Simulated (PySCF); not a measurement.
Bonds broken one at a time in the series In F-OH. Gas-phase values, no solvent. One relaxed conformer stands for each flexible species; it need not be the lowest. Strings in code marks are SMILES.

The dipole moment from two functionals at the same geometries (M06-2X/def2-TZVP), both in PySCF: PBE-D3(BJ)/def2-TZVP and M06-2X/def2-TZVP. 

```
species                               PBE-D3(BJ)/def2-TZVP (D)  M06-2X/def2-TZVP (D)
------------------------------------  ------------------------  --------------------
whole molecule (`[In]([F])([F])[F]`)                      0.01                  0.02
radical fragment (`[F]`)                                  0.00                  0.00
radical fragment (`[F][In][F]`)                           3.10                  3.62
radical fragment (`[OH]`)                                 1.73                  1.80
```

Over these rows, drawn at random from the members with no instability flagged (it was tested for open shells, ions and some series alone), PBE minus M06-2X: mean -0.15 D, from -0.52 D to 0.00 D.
